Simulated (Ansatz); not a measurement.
**SiCF (sextet): from Hartree-Fock to the top rungs, cc-pVDZ**

The task here is to estimate one member of a computed series from the others.

Program: Ansatz 0.2.0, Gaussian basis. Level of theory: cc-pVDZ, core rule «outside noble gas», up to 7 orbitals frozen. These are calculated values, not measurements.

To be run: UHF; CCSD(T) on ROHF; CCSD(T) on UHF; BCCD(T) on ROHF; CISD; CCSDT(Q) on ROHF; CCSDT(Q) on UHF.

30 further runs of the same task are left out: 6 for a known fault of the program, 9 that didn't finish, 15 set aside as unsound or not needed.

## The geometry

The geometry is a PBE0/def2-TZVP stationary point (not a proven minimum) of the parent state, kept for this charge and spin.

3 atoms, charge 0, spin multiplicity 6.

Atoms are counted from 1 here; the program's logs count them from 0.

Bond lengths: F1–C2 1.299 Å, C2–Si3 1.895 Å. Angles: F1–C2–Si3 122.9°.

Geometry (Å):

```xyz
3
CFSi
F     0.0000   -0.2300    1.5483
C     0.0000    0.5580    0.5158
Si    0.0000   -0.0831   -1.2679
```

The first run:

The input, in.yaml:

```yaml
crystal:
  periodic: [false, false, false]
  atoms:
    - {symbol: F, position_ang: [0.000000, -0.229980, 1.548266]}
    - {symbol: C, position_ang: [0.000000, 0.558036, 0.515839]}
    - {symbol: Si, position_ang: [0.000000, -0.083073, -1.267920]}
basis:
  gaussian: {orbitals: cc-pVDZ}
magnetization: {spin_polarized: true, initial_magnetization: 5}
hamiltonian: {xc: hf}
output: {orbitals: {seedname: orbitals}}
```

Command:

```
ansatz run in.yaml --threads 1 --pin off --events-out ev --progress --plain --max-ram 2393MiB
```

Among the steps run: UHF; CCSD(T) on ROHF; CCSD(T) on UHF; BCCD(T) on ROHF; CISD; CCSDT(Q) on ROHF; CCSDT(Q) on UHF.

One table of the session follows, with a row left open; its other results are not shown here.

```
   method  from UCCSDT(Q) (kcal/mol)
     ROHF                    +210.50
      UHF                    +207.13
     RMP2                     +20.15
     UMP2                     +20.32
     CISD                     +20.48
    RCCSD                      +5.88
    UCCSD                      +5.81
 RCCSD(T)                      +1.02
 UCCSD(T)                      +1.02
  BCCD(T)                      +0.98
   RCCSDT                      +0.42
   UCCSDT                          ?
RCCSDT(Q)                      +0.10
UCCSDT(Q)                          0
```

Estimate the missing values for UCCSDT.

The run gave: from UCCSDT(Q) (kcal/mol): +0.40. In the column «from UCCSDT(Q) (kcal/mol)» it lies between RCCSDT(Q) (+0.10) and RCCSDT (+0.42).

To keep in mind: Restricted and unrestricted rows rest on different reference determinants; where their highest levels disagree by more than a few hundredths of an eV, they describe different states and don't form one ladder.
